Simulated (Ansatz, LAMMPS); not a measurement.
Bulk modulus of fcc Pd: levels of theory against measurement

Reference value: 195 GPa (measured, zero-point energy and finite temperature contributions removed, our sources range from 187 to 198; as tabulated in doi:10.1021/acs.jctc.3c00612).

```
level (code)                   value (GPa)  cell (Å³/atom)  error (%)
-----------------------------  -----------  --------------  ---------
MEAM library.meam-Pd (LAMMPS)          196           14.72       +0.5
LDA (Ansatz)                           227           14.15      +16.4
BLYP (Ansatz)                          135           16.33        -31
PBE (Ansatz)                           168           15.33      -13.8
revPBE (Ansatz)                        153           15.64        -22
PBE-D3(BJ) (Ansatz)                    193           14.72       -1.0
r²SCAN-D4 (Ansatz)                     191           14.80       -2.1
PBE0 (Ansatz)                          176           14.96       -9.7
r²SCAN0 (Ansatz)                       182           14.77       -6.7
```

Once the reference is moved by up to 4.2 % (a margin picked here for doubts on the reference and the settings) and values within 1.7 % count as equal, the nearest can be MEAM library.meam-Pd (+0.5 %), PBE-D3(BJ) (-1.0 %), r²SCAN-D4 (-2.1 %) or r²SCAN0 (-6.7 %). Among them BLYP (-31 %) misses by most.

The crystal itself was run without spin with LDA, BLYP, PBE, revPBE, PBE-D3(BJ), r²SCAN-D4, PBE0, r²SCAN0; a magnetic state was not tried in these runs. BLYP: the cell is over a tenth larger than the published one: the level's own overestimate first of all, though another phase or state, or a fault of the published cell, is possible. Each level is taken at its own relaxed cell. Cutoffs and k meshes differ between the levels. Ansatz's density-functional and Hartree–Fock values are scalar-relativistic unless marked +SOC, with PAW data made under PBE.

Empirical potentials (MEAM library.meam-Pd) are fitted to chosen data: where that held the value shown, agreement is built in, and what lay outside the fit can be far off.

Differences are worked out from the printed values.

Ansatz is a quantum-chemistry and plane-wave program.
